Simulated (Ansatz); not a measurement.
Ideal-gas functions of C₂HNO₂ (`N#COC=O`) at 400 K and 1 bar, from an Ansatz frequency run at PBE0-D4/def2-TZVP.

Molar mass 71.04 g/mol, point group Cs (symmetry number 1), electronic degeneracy 1, moments of inertia 31.223, 124.569, 155.792 u Å². Harmonic wavenumbers (cm⁻¹, unscaled): 173, 233, 470, 541, 811, 911, 1019, 1143, 1380, 1901, 2405, 3125.

Use S(trans) = R[1.5 ln M + 2.5 ln T − 1.1517]; rotational temperatures θ = 24.2544 K / I; S(rot) = R[ln(√π/σ · √(T³/θAθBθC)) + 1.5]; for each mode x = 1.438777 ν̃/T, S = R[x/(eˣ − 1) − ln(1 − e⁻ˣ)] and H = RT x/(eˣ − 1); 1 cm⁻¹ = 0.0119627 kJ/mol; R = 8.31446 J/(mol·K).

Q: By hand: the entropy, in J/(mol·K).

A: Translation 168.1. Rotation: θ = 0.7768, 0.1947, 0.1557 K, giving 107.5. Vibration, mode by mode: 12.39, 10.02, 4.87, 3.98, 1.85, 1.39, 1.02, 0.71, 0.35, 0.07, 0.01, 0.00, in all 36.7. Electronic 0.0. Sum 312.3 J/(mol·K).

Q: By hand: H − E and G − E in kJ/mol, counted from the electronic energy.

A: Zero-point energy ½ × 14112 × 0.0119627 = 84.4; thermal vibration 8.5; translation, rotation and pV give 4 RT = 13.3. H − E = 106.2 kJ/mol, and G − E = 106.2 − 400 × 312.3/1000 = -18.7 kJ/mol.

Vibration gives 12 % of the entropy. The sum counts one conformer and one mirror image; others add a mixing term.
